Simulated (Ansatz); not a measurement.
Input for Ansatz (development build ahead of 0.2.0):

```yaml
crystal:
  periodic: [false, false, false]
  atoms:
    - { symbol: H, position_ang: [0.02535, -0.14096, 0.08297] }
    - { symbol: C, position_ang: [0.37832, 0.3858, 0.93645] }
    - { symbol: C, position_ang: [1.09256, 0.51276, 2.0033] }
    - { symbol: O, position_ang: [1.68139, 0.67547, 3.0164] }
basis:
  gaussian: { orbitals: def2-SVP }
magnetization:
  spin_polarized: true
  initial_magnetization: 1
hamiltonian:
  xc: hf
output:
  forces: true
```

The input is written out in the form of the current development build from the run's settings.

The run gave:

```yaml
Converged: yes
Total_energy: -150.96279 hartree
Spin_squared_of_the_determinant: 0.842
Stability_test: minimum
```

Forces (eV/Å):
```csv
atom,Fx,Fy,Fz
H1,-0.070,-0.046,-0.194
C2,1.257,0.398,1.936
C3,0.114,-0.200,0.546
O4,-1.300,-0.153,-2.288
```
